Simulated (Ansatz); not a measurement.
System: ZnSb (Pbca, No. 61). Method: LDA (PAW; Ansatz, an electronic-structure program).

Numerical settings: plane-wave cutoff 520 eV, 6×4×4 k mesh (along the axes of the cell as run), scalar-relativistic PAW data made under PBE.

Computed at the level's own relaxed cell.

```
ZnSb
1.0
    6.09315     0.00000     0.00000
    0.00000     7.57173     0.00000
    0.00000     0.00000     7.97145
Zn Sb
8 8
Direct
  0.46092   0.10342   0.87417
  0.03908   0.89658   0.37417
  0.96092   0.39658   0.12583
  0.53908   0.60342   0.62583
  0.53908   0.89658   0.12583
  0.96092   0.10342   0.62583
  0.03908   0.60342   0.87417
  0.46092   0.39658   0.37417
  0.14283   0.08519   0.11066
  0.35717   0.91481   0.61066
  0.64283   0.41481   0.88934
  0.85717   0.58519   0.38934
  0.85717   0.91481   0.88934
  0.64283   0.08519   0.38934
  0.35717   0.58519   0.11066
  0.14283   0.41481   0.61066
```

Problem. Give the elastic tensor (Voigt notation, GPa, ions relaxed, in the Cartesian axes of the cell as printed).

Solution. 
```
  107.3    37.4    39.1     0.0     0.0     0.0
   37.4   118.8    35.4     0.0     0.0     0.0
   39.1    35.4   106.9     0.0     0.0     0.0
    0.0     0.0     0.0    21.8     0.0     0.0
    0.0     0.0     0.0     0.0    47.0     0.0
    0.0     0.0     0.0     0.0     0.0    37.2
```

Note: the volume lies 6 % below that of the published cell.
